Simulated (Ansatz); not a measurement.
# BClH3N: basis-set convergence

Aim: see how fast density functionals converge with the basis set for BClH3N.

The runs use Ansatz 0.2.0, Gaussian basis; one geometry, several basis sets.

Levels to be run: PBE0-D4/def2-SVP; ωB97M-V/def2-SVP; PBE0-D4/def2-QZVPP; ωB97M-V/def2-QZVPP; the functionals' def2-TZVPP values are taken from earlier runs.

### 1 Structure used throughout

An earlier PBE0-D4 in a triple-zeta def2 set relaxation fixed the geometry.

SMILES `NBCl`, 6 atoms, charge 0, spin multiplicity 1.

Atoms are counted from 1 here; the program's logs count them from 0.

Bond lengths: N1–B2 1.383 Å, N1–H4 1.005 Å, N1–H5 1.006 Å, B2–Cl3 1.768 Å, B2–H6 1.191 Å. Angles: B2–N1–H4 122.2°, B2–N1–H5 123.2°, H4–N1–H5 114.7°, N1–B2–Cl3 119.7°, N1–B2–H6 121.5°, Cl3–B2–H6 118.8°.

### 2 PBE0-D4 in def2-SVP

in.yaml

```yaml
crystal:
  periodic: [false, false, false]
  atoms:
    - {symbol: N, position_ang: [-0.395633, -0.007793, -0.658008]}
    - {symbol: B, position_ang: [0.369619, -0.158857, 0.483652]}
    - {symbol: Cl, position_ang: [0.529901, 1.189336, 1.615967]}
    - {symbol: H, position_ang: [-0.511808, -0.749259, -1.326593]}
    - {symbol: H, position_ang: [-0.878633, 0.844504, -0.888194]}
    - {symbol: H, position_ang: [0.928754, -1.181932, 0.727075]}
basis:
  gaussian: {orbitals: def2-SVP}
hamiltonian: {xc: pbe0, dispersion: d4}
output: {orbitals: {seedname: orbitals}}
```

Further steps of the session: ωB97M-V in def2-SVP; PBE0-D4 in def2-QZVPP; ωB97M-V in def2-QZVPP.

Before running them: what should the planned runs give, taken together? Wanted: PBE0-D4: double and triple zeta above quadruple; ωB97M-V: double and triple zeta above quadruple.

As calculated:

```
                                       quantity          value
PBE0-D4: double and triple zeta above quadruple  7.33, 0.51 eV
ωB97M-V: double and triple zeta above quadruple  7.38, 0.48 eV
```

In words: PBE0-D4 gains 6.83 eV from double to triple zeta, then 0.51 eV more. Total energies overstate the basis error of differences, where much of it tends to cancel. The LUMO of ωB97M-V is positive and keeps falling with the basis (2.73 to 1.78 eV): an unbound level that the basis holds in place.
